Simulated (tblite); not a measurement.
Question: Give a GFN2-xTB geometry of `C=C(C)SCF`.

Answer: 
```
atom  x, y, z in Å
C1    -0.528    1.220   -0.231
C2    -0.604   -0.050    0.132
C3    -1.868   -0.842    0.209
S4     0.810   -1.026    0.609
C5     2.204   -0.110   -0.097
F6     2.553    0.982    0.639
H7    -1.418    1.754   -0.517
H8     0.386    1.784   -0.248
H9    -1.994   -1.248    1.212
H10   -2.724   -0.219   -0.034
H11   -1.826   -1.682   -0.484
H12    3.056   -0.794   -0.103
H13    1.949    0.230   -1.104
```

Any rigid rotation of these coordinates is as good. Atoms count from 1 in this order. Of the pairs four or more bonds apart, C5···H8 is among the closest relative to their van der Waals radii: 2.63 Å, 91 % of the sum of Bondi's values. The 2 C–S bonds span 1.783 Å (C2–S4, drawn single) to 1.811 Å (S4–C5, drawn single), a spread of 0.028 Å. The C–C distances run from 1.322 Å (C1=C2, drawn double) to 1.494 Å (C2–C3, drawn single), a spread of 0.172 Å.

Bonds between heavy atoms (Å): C1=C2 1.322, C2–C3 1.494, C2–S4 1.783, S4–C5 1.811, C5–F6 1.363.

The geometry is computed with GFN2-xTB (gas phase).

Point group: C1 (no symmetry element, even within 0.4 Å). Its GFN2-xTB frequencies are all real (lowest 47 cm⁻¹). One conformer, not necessarily the lowest (C1–C2–S4–C5 -20°, C2–S4–C5–F6 78°). 3 starts were optimised and ended at 0.00, 1.09 and 1.09 kcal/mol (GFN2-xTB); the lowest of these is shown.
